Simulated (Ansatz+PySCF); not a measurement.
# singlet CH3Cl: levels of theory in one basis

```xyz
5

C     0.0056   -0.0081   -1.1177
Cl    0.0021   -0.0012    0.6657
H     0.0008   -1.0269   -1.4763
H    -0.9012    0.5092   -1.4809
H     0.8932    0.5196   -1.4698
```

Basis set: def2-SVP (spherical functions). Correlated methods keep 6 orbitals frozen. Charge 0, multiplicity 1.

Computed with Ansatz (development build ahead of 0.2.0); each method stands on the lowest determinant of its kind that the runs found. NEVPT2 correlates all electrons. Active spaces start from the frontier orbitals, and the lowest solution found is given.

```
        method  E − E(RHF) (eV)  <S²> of the determinant
           RHF             0.00                     0.00
      RHF-CCSD            -8.53                        –
   RHF-CCSD(T)            -8.72                        –
   CASSCF(2,2)            -0.46                        –
SC-NEVPT2(2,2)            -8.02                        –
```

(1) What does RHF-MP2 give on the same scale?

(2) Is a single determinant a sound starting point here?

Results:

(1) -7.71 eV.

(2) By this sign, yes. Unrestricted orbitals gain 0.00 eV and <S²> is 0.00 against 0.00 for a pure state. The CASSCF(2,2) natural occupations are 1.97, 0.03.

Caution for CASSCF(2,2), SC-NEVPT2(2,2): other starts end on other solutions of this active space.
